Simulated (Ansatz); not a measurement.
# CoF3: states of the open shell by CASSCF and NEVPT2

How do the states of CoF3 fall when 6 electrons are spread over 5 orbitals (Co 3d)? CASSCF averages over the states asked for, and NEVPT2 adds dynamic correlation.

Method: CASSCF and SC-NEVPT2 in def2-TZVP; program: Ansatz 0.2.0, Gaussian basis.

## Step 1: The geometry

The quintet was relaxed beforehand with PBE0-D4/def2-TZVP.

4 atoms, charge 0, spin multiplicity 5.

Atoms are counted from 1 here; the program's logs count them from 0.

Bond lengths: Co1–F2 1.719 Å, Co1–F3 1.719 Å, Co1–F4 1.719 Å. Angles: F2–Co1–F3 120.0°, F2–Co1–F4 120.0°, F3–Co1–F4 120.0°.

Formally the metal is d6. No spin-orbit coupling is included.

## Step 2: The run

States asked for, with equal weights: 5 quintets, 12 triplets, 6 singlets.

in.yaml reads:

```yaml
crystal:
  periodic: [false, false, false]
  atoms:
    - {symbol: Co, position_ang: [0.000170, -0.000244, 0.000236]}
    - {symbol: F, position_ang: [1.718694, -0.026954, 0.012912]}
    - {symbol: F, position_ang: [-0.835422, 1.501697, -0.017193]}
    - {symbol: F, position_ang: [-0.883442, -1.474500, 0.004046]}
basis:
  gaussian: {orbitals: def2-TZVP}
magnetization: {spin_polarized: false, initial_magnetization: 4}
hamiltonian: {xc: hf}
correlation: {method: sc_nevpt2, active_space: {window: {electrons: 6, orbitals: 5}, shells: [{species: Co, l: d, shell: 3}], states: [{multiplicity: 5, weights: [1, 1, 1, 1, 1]}, {multiplicity: 3, weights: [1, 1, 1, 1, 1, 1, 1, 1, 1, 1, 1, 1]}, {multiplicity: 1, weights: [1, 1, 1, 1, 1, 1]}]}}
scf: {omitted_lower_state_checks: [starts]}
```

Started as:

```
ansatz run in.yaml --threads 2 --pin off --events-out ev --progress --plain --max-ram 4352MiB
```

Before running them: what should the planned runs give, taken together? Wanted: lowest state, NEVPT2; lowest state, CASSCF; next quintet, CASSCF and NEVPT2; lowest triplet less lowest quintet, CASSCF and NEVPT2; span of the states asked for, NEVPT2.

As calculated:

```
                                             quantity              value
                                 lowest state, NEVPT2   quintet, count 1
                                 lowest state, CASSCF            quintet
                      next quintet, CASSCF and NEVPT2    1784, 2732 cm⁻¹
lowest triplet less lowest quintet, CASSCF and NEVPT2  20389, 15258 cm⁻¹
                 span of the states asked for, NEVPT2         34559 cm⁻¹
```

What this shows: Both levels make a quintet the lowest. Dynamic correlation moves the lowest triplet by -5131 cm⁻¹, towards the lower spin, which has more electron pairs to correlate. The first excitation within the quintets goes from 1784 to 2732 cm⁻¹. An active space of the metal shell alone leaves out covalency and charge transfer with the ligands.
